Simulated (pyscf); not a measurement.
Four-centre exchange: H₂P–GeH₃ + water (H₂O) → PH₃ + HO–GeH₃

Gas phase, singlet surface, charge 0. Bonds broken: P1–Ge2, O8–H9. Bonds formed: P1–H9, Ge2–O8. Optimised with ωB97X-D3(BJ)/def2-SVP in PySCF. Correlated levels are frozen-core, on RHF or UHF. ΔMP2 is the change of the MP2 total energy from the triple- to the quadruple-zeta basis.

Transition state (Å):

```xyz
10

P     -1.8428    -1.2322     0.4905
Ge     0.0998     0.8324     0.6853
H     -1.7452    -2.2287    -0.5268
H     -3.0501    -0.6608    -0.0146
H      0.9794    -0.2514     1.2916
H     -1.0479     1.4156     1.5091
H      1.0086     2.0293     0.2860
O     -0.2375     0.4928    -1.2444
H     -0.9943    -0.2201    -0.9541
H     -0.6009     1.2395    -1.7505
```

One imaginary mode, 588i cm⁻¹; descent along it reached the two sides named.

```csv
bond,change,reactant side (Å),saddle,product side
P1–Ge2,breaks,2.317,2.8,3.8
O8–H9,breaks,0.966,1.079,2.508
P1–H9,forms,2.9,1.957,1.423
Ge2–O8,forms,3.1,1.988,1.790
```

Electronic energies relative to the separated reactants (kcal/mol):

```
level                             barrier  reaction energy  reverse barrier
--------------------------------  -------  ---------------  ---------------
ωB97X-D3(BJ)/def2-TZVP               43.4             +2.5             40.9
PBE/def2-TZVP                        36.0             +1.7             34.3
r²SCAN/def2-TZVP                     38.2             +0.3             37.9
B3LYP-D3(BJ)/def2-TZVP               40.1              0.0             40.1
PBE0-D3(BJ)/def2-TZVP                39.0             +2.4             36.5
M06-2X/def2-TZVP                     37.9             -3.3             41.2
ωB97M-D3(BJ)/def2-TZVP               41.2             -0.3             41.5
HF/def2-TZVP                         56.4             -4.8             61.2
MP2/def2-QZVPP                       43.1             +1.6             41.5
CCSD/def2-TZVPP                      46.7             +0.1             46.6
CCSD(T)/def2-TZVPP                   43.8             +0.5             43.3
CCSD(T)/def2-TZVPP + ΔMP2(QZVPP)     44.2             +1.3             42.9
```

With CCSD(T)/def2-TZVPP + ΔMP2(QZVPP) energies and thermal terms (ideal gas, 1 atm, RRHO with modes under 100 cm⁻¹ raised to 100, one conformer, R ln 2 for rigid chiral ones), in kcal/mol:

```
T (K)   ΔH‡   ΔG‡    ΔH    ΔG
-----  ----  ----  ----  ----
298    42.6  53.0   0.0   0.0
600    42.8  63.5  -0.4  +0.2
900    43.4  73.7  -0.4  +0.4
1200   44.2  83.6  -0.3  +0.7
```

This is the saddle that the search found; another between the same sides may lie lower. The CCSD(T) − MP2 part came from Ansatz, without density fitting, on the same reference. The frozen core leaves the outer d or s,p core shells of the metals and heavy elements correlated in the MP2 and CC values, and def2-TZVPP describes them poorly, which can shift differences by a few kcal/mol. Elements up to Kr have no core potential and no relativistic terms here.
